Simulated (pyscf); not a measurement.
Thermochemistry of product channels of fluoromethane (H₃C–F) + trifluoromethyl (F–C•(F)–F) on the doublet surface, in kcal/mol, from ωB97M-D3(BJ)/def2-TZVP energies (ideal gas, 1 atm, RRHO with modes under 100 cm⁻¹ raised to 100, one conformer, R ln 2 for chiral ones without a mode under 150 cm⁻¹). PySCF, gas phase, ωB97X-D3(BJ)/def2-SVP geometries.

| products | ΔE | ΔH(298 K) | ΔG(298 K) | ΔG(900 K) |
|---|---|---|---|---|
| F–CH₂–C•(F)–F + hydrogen fluoride (HF) | ___ | -3.8 | -3.5 | ___ |
| •H₂C–C(F)(F)–F + hydrogen fluoride (HF) | -18.1 | -20.2 | -19.8 | -20.8 |

Task: Some entries are withheld; supply them.

Result: 
- F–CH₂–C•(F)–F + hydrogen fluoride (HF), ΔE: -3.3
- F–CH₂–C•(F)–F + hydrogen fluoride (HF), ΔG(900 K): -4.1

These are energies of the channels, which say nothing of barriers.
